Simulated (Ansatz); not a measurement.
Results of the Gaussian-basis code of Ansatz.

C$_{4}$H$_{3}$FO, SMILES `Fc1ccco1` at its PBE0-D4/def2-TZVP geometry, where that method's forces vanish. Charge 0, multiplicity 1.

| atom | x (Å) | y (Å) | z (Å) |
| --- | --- | --- | --- |
| F1 | -0.763 | -0.393 | -2.333 |
| C2 | -0.359 | -0.181 | -1.107 |
| C3 | -0.481 | -0.908 | 0.022 |
| C4 | 0.178 | -0.119 | 1.019 |
| C5 | 0.628 | 0.995 | 0.403 |
| O6 | 0.296 | 0.963 | -0.923 |
| H7 | -0.967 | -1.863 | 0.128 |
| H8 | 0.296 | -0.361 | 2.063 |
| H9 | 1.170 | 1.866 | 0.727 |

(1) For each bond, give half the difference of the two atoms' forces along it (eV/Å; positive pushes the atoms apart) under PBE-D4, r2SCAN-D4, B3LYP-D4, ωB97M-V in def2-TZVPP. (Best estimate.)

## Answers

(1) The calculation gave: 
```
 bond  length (Å)  PBE-D4  r2SCAN-D4  B3LYP-D4  ωB97M-V
F1–C2       1.308    0.36       0.15      0.26     0.32
C2–C3       1.348    0.21       0.08     -0.04    -0.22
C2–O6       1.331    0.45       0.24      0.19     0.09
C3–C4       1.432   -0.06       0.02      0.16     0.25
C3–H7       1.076   -0.07      -0.14     -0.16    -0.12
C4–C5       1.350    0.39       0.19      0.14    -0.09
C4–H8       1.078   -0.06      -0.11     -0.17    -0.12
C5–O6       1.366    0.36       0.35      0.31     0.25
C5–H9       1.076   -0.15      -0.22     -0.26    -0.11
```

B3LYP here is the variant with VWN-RPA as its local correlation; programs differ in this.
